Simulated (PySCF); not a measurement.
**Name the molecule from its bond curve**

A diatomic of charge 0 contains F. Its doublet curve at r²SCANh in a triple-zeta basis (no relativity, PySCF), in eV from the separated fragments:

R (Å), E (eV) and a bar:
```
    1.522     -3.732 ##########################
    1.593     -4.238 ###########
    1.664     -4.510 ###
    1.717     -4.603 #
    1.770     -4.626 
    1.823     -4.595 #
    1.894     -4.493 ####
    1.982     -4.299 #########
    2.089     -4.010 ##################
    2.230     -3.582 ##############################
```

The fit gives ωe = 707 cm⁻¹ and the rotational constant Bₑ = 0.5112 cm⁻¹.

**Question.** Which atom is the partner?

**Answer.** The minimum lies at 1.764 Å, so the reduced mass is 16.8576 u Å² cm⁻¹/(Bₑ·Re²) = 10.60 u. With F at 19.00 u the partner weighs about 24.0 u: Mg. The molecule is MgF.

The state is the lowest determinant that a PBE0 search found; another state may lie lower at other levels.
